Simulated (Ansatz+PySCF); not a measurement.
Two shapes of doublet C₃H₃.

Shape 1:

```xyz
6

C     0.0000    0.0000   -0.2756
C     0.0000    0.0000   -1.4979
H     0.0000    0.0000   -2.5601
C     0.0000    0.0000    1.0914
H     0.0000   -0.8871    1.6211
H     0.0000    0.8871    1.6211
```

Shape 2:

```xyz
6

C     0.0000    0.0000   -0.2875
C     0.0000    0.0000   -1.5098
H     0.0000    0.0000   -2.5720
C     0.0000    0.0000    1.0794
H     0.0000   -0.9472    1.6450
H     0.0000    0.9472    1.6450
```

Basis set: cc-pVTZ (spherical functions). Frozen core: 3 orbitals. Correlation on ROHF uses semicanonical orbitals with singles. Charge 0, multiplicity 2.

Computed with Ansatz (development build ahead of 0.2.0) and PySCF 2.14.0; each method stands on the lowest determinant of its kind that the runs found.

Problem. Which shape is lower in energy, and by how much in each method?

Solution.

```csv
method,E(2) − E(1) (eV)
ROHF,-0.019
UHF,-0.028
ROHF-MP2,-0.060
UHF-MP2,-0.049
ROHF-CCSD(T),-0.073
```

Shape 2 is lower. Caution for UHF, UHF-MP2: the unrestricted determinant is spin contaminated. Caution for ROHF-MP2, UHF-MP2: forces differ strongly between restricted and unrestricted references.
